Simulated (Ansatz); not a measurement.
in.yaml

```yaml
crystal:
  periodic: [false, false, false]
  atoms:
    - {symbol: Ru, position_ang: [0.000000, -0.096028, 1.397129]}
    - {symbol: N, position_ang: [0.000000, -0.186431, -0.239279]}
    - {symbol: H, position_ang: [0.000000, 0.282460, -1.157849]}
basis:
  gaussian: {orbitals: def2-SVP}
magnetization: {spin_polarized: true, initial_magnetization: 8}
correlation: {method: ccsd_t, electrons: outside_noble_gas}
accuracy: high
scf: {lower_state_search: off}
output: {forces: true}
```

```sh
$ ansatz run in.yaml --threads 1 --pin off --events-out ev --progress --plain --max-ram 2393MiB
```

(1) How does this run end?

Answers

(1) Converged. The settings were drawn as a stress test.
```
these checks for a lower state are left out or cut short: starts, cluster_reference, orbital_swaps, neighbouring_geometries, increment
1024 factors; integrals over basis functions are off by at most 3.1e-9 eV
mean field evaluation 1: about -4043.6272 eV, gradient 1.7e1 eV
mean field evaluation 2: about -4044.0371 eV, gradient 1.7e1 eV
mean field evaluation 4: about -4046.3231 eV, gradient 3.1e0 eV
mean field evaluation 8: about -4046.6759 eV, gradient 1.3e0 eV
mean field evaluation 16: about -4048.4440 eV, gradient 8.4e-1 eV
mean field -4048.46378956 eV, -148.7783001191 hartree, gradient 6.7e-8 eV, S^2 20.024386; 0 other end points of the search recorded, 0 dependent functions left out
5 core orbitals not correlated: weight in the atoms' cores, before any rotation towards them, 0.993 or more for the frozen orbitals, at most 0.003 for the correlated occupied ones
reference -4048.46378956 eV, -148.7783001191 hartree; 11, 3 occupied and 34, 42 virtual orbitals, 1024 factors
second order -6.46324857 eV of doubles, -0.00000000 eV of singles
cycle   1  -6.77619755 eV  change   -3.1e-1 eV  update   6.5e-2
cycle   2  -6.97246212 eV  change   -2.0e-1 eV  update   2.5e-2
cycle   3  -7.02269191 eV  change   -5.0e-2 eV  update   1.5e-2
cycle   4  -7.02354275 eV  change   -8.5e-4 eV  update   7.2e-3
cycle   5  -7.02669713 eV  change   -3.2e-3 eV  update   4.1e-3
...
cycle  20  -7.02981144 eV  change    4.1e-8 eV  update   8.3e-8
cycle  21  -7.02981142 eV  change    2.5e-8 eV  update   4.8e-8
cycle  22  -7.02981141 eV  change    3.7e-9 eV  update   3.1e-8
cycle  23  -7.02981141 eV  change  -6.0e-10 eV  update   1.6e-8
cycle  24  -7.02981113 eV  change    2.8e-7 eV  update   7.6e-8
cycle  25  -7.02981110 eV  change    3.0e-8 eV  update   2.3e-8
cycle  26  -7.02981108 eV  change    1.9e-8 eV  update   8.8e-9
cycle  27  -7.02981108 eV  change    3.4e-9 eV  update   4.9e-9
cycle  28  -7.02981108 eV  change    2.2e-9 eV  update   2.7e-9
cycle  29  -7.02981108 eV  change   5.4e-10 eV  update   1.3e-9
perturbative correction -0.17848617 eV, -0.0065592457 hartree
the calculation of the forces begins
Total energy: -4055.67208681 eV, -149.0432001569 hartree
Atom 0 at     0.000000    -0.096028     1.397129 Å, force    -0.000000     0.786679    19.636648 eV/Å
Atom 1 at     0.000000    -0.186431    -0.239279 Å, force     0.000000    -0.471961   -19.212684 eV/Å
Atom 2 at     0.000000     0.282460    -1.157849 Å, force    -0.000000    -0.314718    -0.423964 eV/Å
Dipole moment:     0.000000     0.019134    -0.891959 e Å
Checks for a lower state left out: starts, cluster_reference, orbital_swaps, neighbouring_geometries, increment
```
